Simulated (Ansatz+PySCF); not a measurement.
Values are calculated unless marked as measured or tabulated.
# Several solutions for doublet NO

```xyz
2

N     0.0000    0.0000   -1.2186
O     0.0000    0.0000    1.0662
```

Basis set: STO-3G (spherical functions). Charge 0, multiplicity 2.

UHF was run from several starts with Ansatz (development build ahead of 0.2.0) and PySCF 2.14.0.

| run | program | start | converged | energy (hartree) | <S²> |
| --- | --- | --- | --- | --- | --- |
| A | PySCF | program defaults | yes | -127.23002 | 0.75 |
| B | PySCF | guess minao, instabilities followed | yes | -127.39759 | 2.69 |
| C | Ansatz | atomic start, no search | yes | -127.23002 | 0.75 |
| D | Ansatz | search for the lowest state | yes | -127.52311 | 2.71 |
| E | PySCF | guess huckel, instabilities followed | yes | -127.39759 | 2.69 |
| F | PySCF | guess atom, instabilities followed | yes | -127.39759 | 2.69 |
| G | PySCF | guess 1e, instabilities followed | yes | -127.52311 | 2.71 |
| H | Ansatz | stability test followed | yes | -127.39759 | 2.69 |

(1) Which runs reached the lowest solution of this kind, and what is wrong with the others?

Answers

(1) D, G reached the lowest solution found. Converged but too high: A by 7.98 eV, B by 3.42 eV, C by 7.98 eV, E by 3.42 eV, F by 3.42 eV, H by 3.42 eV. Convergence only shows a stationary point, and even a stable one can lie too high; stability tests and further starts are what find lower ones. Caution: the unrestricted determinant is a mixture of spin states. Caution: the determinant may break the point group.
